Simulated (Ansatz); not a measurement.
Molecule: Li2, charge 0, multiplicity 1. 
Coordinates optimised at B3LYP-D3(BJ)/def2-TZVP (Ansatz, an electronic-structure program):
```
Li
Li 1 2.7220
```
Charge 0, spin multiplicity 1.

Parts of the frozen-core correlation energy in 6-31G* (Ansatz, hartree). Frozen orbitals: 2; correlated occupied orbitals by spin: 1 and 1; virtual: 27 and 27. No spin-orbit coupling. No relativistic terms. The restricted reference is unstable.

```csv
term,value
reference (HF),-14.86672
MP2 opposite-spin,(withheld)
MP2 same-spin,(withheld)
CCSD correlation,-0.02989
(T),(withheld)
T1 diagnostic,0.009
largest doubles amplitude,0.139
```

Question: What belongs in the gaps?

Answer: 
- MP2 opposite-spin, value: -0.01863
- MP2 same-spin, value: 0.00000
- (T), value: 0.00000
